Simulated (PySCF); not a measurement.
Input of a run (PBE0-D3(BJ)/def2-SVP geometry optimisation, gas phase (PySCF 2.14.0)), started from GFN2-xTB:
```
{"job": {"xc": "PBE0", "basis": "def2-SVP", "d3": "d3bj", "grid": 1, "maxiter": 40, "kind": "geom"}, "charge": 0, "multiplicity": 1}
Si     0.000290     0.001940    -0.129410
Cl     0.010690    -0.020840     1.880630
H      1.382330     0.011210    -0.594910
H     -0.700750     1.203700    -0.566480
H     -0.692550    -1.196020    -0.589840
```

Output (energies in Eh, forces in Eh/bohr):
```
step   0  E = -751.01397197  max force = 0.025839
step   1  E = -751.01633622  max force = 0.007678
step   2  E = -751.01642891  max force = 0.002882
step   3  E = -751.01644249  max force = 0.000179
optimisation converged
```

Task: Summarise the run.

Result: The energy falls by 6.5 kJ/mol over 4 energy and gradient evaluations, the largest force component goes from 0.0258 to 1.8e-04 Eh/bohr, and the atoms move by 0.038 Å rms after alignment. The bond that changes most is Si1–Cl2 (ends: silicon bonded to Cl and 3 H; chlorine bonded to Si), which lengthens by 0.057 Å. Bonds longer at the end by more than 0.005 Å: 4 of 4; shorter: 0. The energy never rose by more than 1e-6 Eh on the way. The first step brought 96 % of the lowering.

Task: What are the final bond lengths?

Result: Si1–Cl2 2.068 Å, Si1–H3 1.489 Å, Si1–H4 1.489 Å, Si1–H5 1.489 Å. Numbering counts from 1 in the input's order; the species is SiClH3 (`[H][Si]([H])([H])Cl`).

The run used 51 basis functions and 23 SCF cycles in all.

PBE0-D3(BJ)/def2-SVP frequencies: not computed here.
